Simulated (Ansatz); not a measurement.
# CHBSi (quintet): from Hartree-Fock to the top rungs, def2-QZVPP

One table from this session's results is given with a row withheld; the runs are named, their logs left out.

Computed with Ansatz 0.2.0, Gaussian basis. Level: def2-QZVPP, core rule «outside noble gas», up to 7 orbitals frozen.

To be run: UHF; ROHF; CCSD(T) on UHF.

9 further runs of the same task are left out: 1 that didn't finish, 8 set aside as unsound or not needed.

**The geometry**

The geometry is a PBE0/def2-TZVP stationary point (not a proven minimum) of the parent state, kept for this charge and spin.

4 atoms, charge 0, spin multiplicity 5.

Atoms are counted from 1 here; the program's logs count them from 0.

Bond lengths: B1–Si2 1.833 Å, B1–H4 1.178 Å, Si2–C3 1.800 Å. Angles: Si2–B1–H4 180.0°, B1–Si2–C3 180.0°.

Set-up of the first run:

in.yaml reads:

```yaml
crystal:
  periodic: [false, false, false]
  atoms:
    - {symbol: B, position_ang: [0.000000, 0.000000, 1.071900]}
    - {symbol: Si, position_ang: [0.000000, 0.000000, -0.760700]}
    - {symbol: C, position_ang: [0.000000, 0.000000, -2.560900]}
    - {symbol: H, position_ang: [0.000000, 0.000000, 2.249700]}
basis:
  gaussian: {orbitals: "def2-QZVPP.json"}
magnetization: {spin_polarized: true, initial_magnetization: 4}
hamiltonian: {xc: hf}
output: {orbitals: {seedname: orbitals}}
```

On the command line:

```
ansatz run in.yaml --threads 1 --pin off --events-out ev --progress --plain --max-ram 2393MiB
```

Among the steps run: UHF; ROHF; CCSD(T) on UHF.

One of the session's tables, all rows but one given; the rest of the session is left out.

| method | from UCCSD(T) (kJ/mol) |
| --- | --- |
| ROHF | +897.8 |
| UHF | +872.5 |
| UMP2 | ? |
| UCCSD | +47.3 |
| UCCSD(T) | 0 |

**Question.** Estimate the row for UMP2.

**Answer.** from UCCSD(T) (kJ/mol): +141.3. In the column «from UCCSD(T) (kJ/mol)» it lies between UCCSD (+47.3) and UHF (+872.5).
